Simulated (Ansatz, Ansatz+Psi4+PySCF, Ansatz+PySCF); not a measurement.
```csv
atom,x (Å),y (Å),z (Å)
H,-2.0892,0.3050,-0.2230
C,-1.1843,-0.2674,-0.0707
N,-0.0385,0.4647,0.1838
O,1.1229,-0.2251,-0.1594
H,1.6395,-0.1811,0.6533
H,-1.2217,-1.2711,0.3289
H,-0.0142,1.3448,-0.3241
```

Basis set: cc-pVTZ (spherical functions). Left uncorrelated: 3 orbitals. Correlation on ROHF uses semicanonical orbitals with singles. Charge 0, multiplicity 2.

Computed with Ansatz (development build ahead of 0.2.0); each method stands on the lowest determinant of its kind that the runs found.

(1) Give the atomization energy at this shape (free ground-state atoms in the same class of orbitals less the molecule, no zero-point energy) of doublet CH₄NO by ROHF-MP2, UHF-MP2.

## Answers

(1)

```
  method  atomization energy
ROHF-MP2       2234.1 kJ/mol
 UHF-MP2       2232.0 kJ/mol
```
